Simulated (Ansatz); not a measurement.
```yaml
crystal:
  periodic: [false, false, false]
  atoms:
    - {symbol: Al, position_ang: [0.089920, -0.204692, -0.498772]}
    - {symbol: Al, position_ang: [1.354175, 0.959839, 1.361103]}
    - {symbol: H, position_ang: [-1.444105, -0.755146, -0.862341]}
basis:
  gaussian: {orbitals: def2-mTZVPP}
total_charge: -1
hamiltonian: {xc: {name: PBE}, dispersion: d4}
scf: {omitted_lower_state_checks: [starts]}
```

```sh
$ ansatz run in.yaml --threads 4 --pin off --events-out ev --progress --plain --max-ram 3916MiB
```

Shortened log:

```
Functional definition: PBE
520 factors; their error is unknown
mean field evaluation 1: about -13200.7234 eV, gradient 1.0e1 eV
mean field evaluation 2: about -13199.6904 eV, gradient 1.4e1 eV
mean field evaluation 4: about -13200.7708 eV, gradient 6.7e0 eV
mean field evaluation 8: about -13201.0829 eV, gradient 1.8e0 eV
mean field evaluation 16: about -13201.0797 eV, gradient 7.1e-4 eV
mean field -13201.07973831 eV, -485.1307323698 hartree, gradient 1.9e-6 eV, S^2 0.000000; 0 other end points of the search recorded, 0 dependent functions left out
reference -13201.07976820 eV, -485.1307334680 hartree; 14, 14 occupied and 35, 35 virtual orbitals, 520 factors
Total energy: -13201.16414011 eV, -485.1338340787 hartree
Checks for a lower state left out: starts
```

It took 0.45 s on 4 threads of Arm Neoverse V2 on a shared host.

The highest occupied level of an anion often lies above zero with these methods, and sets without diffuse functions describe the outer electron poorly. The restricted singlet is unstable towards broken spin symmetry at other levels; at RKS PBE-D4/def2-mTZVPP this wasn't settled.
